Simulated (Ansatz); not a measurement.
Lattice constant a of some cubic elemental metals

Method: r²SCAN+rVV10 (PAW; Ansatz, a first-principles code). References are measured values corrected to a static lattice. The table is a random draw of 10 from 25 solids with such references.

Values in Å.

| solid | reference | r²SCAN+rVV10 | error (%) |
|---|---|---|---|
| bcc Li | 3.449¶ | 3.475 | +0.75 |
| fcc Pt | 3.913 | 3.927 | +0.36 |
| bcc Ta | 3.299 | 3.296 | -0.09 |
| bcc V | 3.021 | 2.975 | -1.52 |
| bcc K | 5.212¶ | 5.310 | +1.88 |
| fcc Rh | 3.794 | 3.788 | -0.16 |
| fcc Ag | 4.062 | 4.076 | +0.34 |
| bcc Na | 4.214 | 4.208 | -0.14 |
| fcc Cu | 3.595¶ | 3.561 | -0.95 |
| fcc Sr | 6.045¶ | 6.076 | +0.51 |

Over these 10 solids the mean error is +0.10 %, the mean absolute error 0.67 % (median 0.44 %), and the worst case bcc K at +1.88 %; the value is above the reference in 5 of 10 cases. Over all 25, from unrounded values, the mean error is +0.34 % and the mean absolute error 0.73 % (median 0.41 %). Caveats on values not shown: the commensurate order stands in for chromium's spin-density wave, and the size of the moments varies much between levels (1).

All these references are brought to a static lattice.

Spin–orbit coupling is left out, also for the solids with elements from indium on (fcc Pt, bcc Ta); its size isn't shown.

¶ marks references of a special kind: bcc Li, 3.449 Å (measured, low-temperature or extrapolated to 0 K; zero-point anharmonic expansion removed, our sources range from 3.443 to 3.453; as tabulated in Csonka et al. (2009), arXiv:0903.4037); bcc K, 5.212 Å (measured, low-temperature or extrapolated to 0 K; zero-point anharmonic expansion removed; as tabulated in Csonka et al. (2009), arXiv:0903.4037); fcc Cu, 3.595 Å (measured, low-temperature or extrapolated to 0 K; zero-point anharmonic expansion removed; as tabulated in Csonka et al. (2009), arXiv:0903.4037); fcc Sr, 6.045 Å (measured, low-temperature or extrapolated to 0 K; zero-point anharmonic expansion removed; as tabulated in Csonka et al. (2009), arXiv:0903.4037).

Differences are worked out from the printed values.

Ansatz's density-functional and Hartree–Fock values are scalar-relativistic unless marked +SOC, with PAW data made under PBE.

Ansatz's runs of these crystals have no spin polarisation. Meta-GGAs and exact exchange favour moments, which can bear on fcc Pt, bcc V, fcc Rh.

Not in this set, of the elemental metals with a reference value in our tables and a result at some level: 19 for a reference at room or unstated temperature. These can be a level's best or worst cases. Solids without a released value at any level aren't counted. Layered and molecular crystals are counted apart. The metals Ce to Yb are counted apart.

References as tabulated in Mejia-Rodriguez and Trickey (2018), arXiv:1807.09216; Csonka et al. (2009), arXiv:0903.4037.
